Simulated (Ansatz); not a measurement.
# [H···H···F], doublet in cc-pVTZ: errors against UCCSDT(Q)

Geometry: a point of a hydrogen-transfer path between rigid fragments, not a stationary point.

```xyz
3

H     0.0000    0.0000   -1.0773
H     0.0000    0.0000    0.0187
F     0.0000    0.0000    1.0587
```

Basis cc-pVTZ; Ansatz 0.2.0. Only valence electrons are correlated (noble-gas cores frozen), which leaves 9 electrons in 57 orbitals. Prefix R: restricted or restricted open-shell reference; prefix U: unrestricted. Active spaces: pair = (3e, 3o) about the gap; valence = (9e, 6o) chosen from the atoms' valence shells.

Full CI isn't at hand for all of this; UCCSDT(Q) serves as the reference, and is uncertain by about the last step of the cluster series. The frozen core follows each run's orbitals, which can shift R against U totals by a few meV.

For open shells CISD is restricted-active-space CI with the open shells as a complete middle space.

The UHF ⟨S²⟩ is 0.764. The T1 diagnostic (RCCSD) is 0.0209, the largest doubles amplitude (RCCSD) is 0.042 and the T1 diagnostic (UCCSD) is 0.0123.

| level | E − E(RHF) (eV) |
| --- | --- |
| UHF | -0.0914 |
| RMP2 | -7.7680 |
| UMP2 | -7.7497 |
| RCCSD | -7.8453 |
| UCCSD | -7.8498 |
| RCCSD(T) | -8.0530 |
| UCCSD(T) | -8.0526 |

**Question.** Estimate how far UCCSDT(Q) in cc-pVTZ lies from RCCSD(T). The table doesn't fix it; the size of (T) and the diagnostics are the guide.

**Answer.** UCCSDT(Q) in cc-pVTZ lies 12 meV below RCCSD(T), which is 6 % of the (T) step (-208 meV). The diagnostics are small and one determinant leads, so the series closes fast and only a small part of (T) is left.

The other levels:

```tsv
level	E − E(UCCSDT(Q)) (meV)	share of correlation (%)	wall time
CISD	523	93.51	2.6 s
BCCD(T)	12	99.86	1.7 s
RCCSDT	9	99.89	–
UCCSDT	9	99.89	–
RCCSDT(Q)	1	99.99	67 s
CASSCF (pair space)	7284	9.69	–
NEVPT2 (pair space)	279	96.54	0.6 s
CASSCF (valence space)	7244	10.18	–
NEVPT2 (valence space)	853	89.42	0.54 s
MRCISD (valence space)	412	94.89	–
MRCISD+Q (valence space)	104	98.71	1.2 s
```

The correlation energy at UCCSDT(Q), counted from RHF, is -8.065 eV. That run took 60 s on 1 thread of Arm Neoverse V1, shared host.

Times hold each run's SCF and search for its determinant on a shared host, so for small cases they say little of a method's own cost; they ran on 1 thread of Arm Neoverse V1.

Natural occupations of CASSCF (valence space) about the gap: 2.000 2.000 1.999 1.970 1.003 0.028; effectively unpaired electrons, Σ n²(2−n)², 1.01.
